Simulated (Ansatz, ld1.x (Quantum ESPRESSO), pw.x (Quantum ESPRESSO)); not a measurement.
**pw.x on diamond Si: one setting changed**

Potential: norm-conserving Troullier–Martins (Kleinman–Bylander form), ld1.x (Quantum ESPRESSO) 7.5, LDA (PW92); core [Ne], reference 3s2 3p2; waves: 3s (bound): rc 1.75 bohr; 3p (bound): rc 1.80 bohr; 3d channel at 0.1 Ry: rc 1.45 bohr; local part: the d channel; core correction: Bessel-smoothed model core inside 0.95 bohr.

The reference run (k-mesh 9³, cutoffs 50/200 Ry, Fermi–Dirac 0.01 Ry, mixing_beta 0.4, conv_thr 1e-9, no spin) gives -1.04 GPa at 19.694 Å³/atom, where all-electron LAPW gives -0.03 GPa. This run, with its own iteration cap, changes k-mesh points per axis to 2.

```
&control
  calculation='scf', prefix='x', pseudo_dir='./', outdir='./tmp', tstress=.true., disk_io='none'
/
&system
  ibrav=0, nat=2, ntyp=1, ecutwfc=50, ecutrho=200, nbnd=11,
  occupations='smearing', smearing='fd', degauss=0.01
/
&electrons
  conv_thr=1e-09, mixing_beta=0.4, electron_maxstep=60
/
ATOMIC_SPECIES
Si 1.0 Si.UPF
CELL_PARAMETERS angstrom
  0.00000000 2.70050288 2.70050288
  2.70050288 0.00000000 2.70050288
  2.70050288 2.70050288 0.00000000
ATOMIC_POSITIONS crystal
Si 0.0000 0.0000 0.0000
Si 0.2500 0.2500 0.2500
K_POINTS automatic
2 2 2 0 0 0
```

```bash
pw.x < Si.scf.in > Si.scf.out
```

Question: How does the run end?

Answer: It converges in 8 iterations; the free energy moves by +1.30 eV/atom and the pressure by +6.37 GPa.

```
Message from routine setup:
     using ibrav=0 with symmetry is DISCOURAGED, use correct ibrav instead
     lattice parameter (alat)  =       7.2170  a.u.
     unit-cell volume          =     265.8034 (a.u.)^3
     number of electrons       =         8.00
     number of Kohn-Sham states=           11
     kinetic-energy cutoff     =      50.0000  Ry
     charge density cutoff     =     200.0000  Ry
     scf convergence threshold =      1.0E-09
     Exchange-correlation= PW
     number of k points=     3  Fermi-Dirac smearing, width (Ry)=  0.0100
     iteration #  1     ecut=    50.00 Ry     beta= 0.40
     total energy              =     -38.42686510 Ry
     estimated scf accuracy    <       0.10661421 Ry
     iteration #  2     ecut=    50.00 Ry     beta= 0.40
     total energy              =     -38.42050526 Ry
     estimated scf accuracy    <       0.02763811 Ry
     iteration #  3     ecut=    50.00 Ry     beta= 0.40
     total energy              =     -38.42302184 Ry
     estimated scf accuracy    <       0.00083239 Ry
     iteration #  4     ecut=    50.00 Ry     beta= 0.40
     total energy              =     -38.42321580 Ry
     estimated scf accuracy    <       0.00104284 Ry
     iteration #  5     ecut=    50.00 Ry     beta= 0.40
     total energy              =     -38.42332007 Ry
     estimated scf accuracy    <       0.00000043 Ry
     iteration #  6     ecut=    50.00 Ry     beta= 0.40
     total energy              =     -38.42332041 Ry
     estimated scf accuracy    <       0.00000437 Ry
     iteration #  7     ecut=    50.00 Ry     beta= 0.40
     total energy              =     -38.42332038 Ry
     estimated scf accuracy    <       0.00000054 Ry
     iteration #  8     ecut=    50.00 Ry     beta= 0.40
     the Fermi energy is     6.5574 ev
!    total energy              =     -38.42332044 Ry
     estimated scf accuracy    <          2.9E-10 Ry
     smearing contrib. (-TS)   =      -0.00942780 Ry
     The total energy is F=E-TS. E is the sum of the following terms:
     one-electron contribution =       5.35843477 Ry
     hartree contribution      =       1.18347002 Ry
     xc contribution           =     -28.06667182 Ry
     ewald contribution        =     -16.88912561 Ry
     convergence has been achieved in   8 iterations
          total   stress  (Ry/bohr**3)                   (kbar)     P=       53.32
     Message from routine punch:
     Nothing written, as per user request (disk_io='none')
```

The run took about 1 s on one core of a shared host (Neoverse-V1, 64 threads, 503 GiB, load 38).
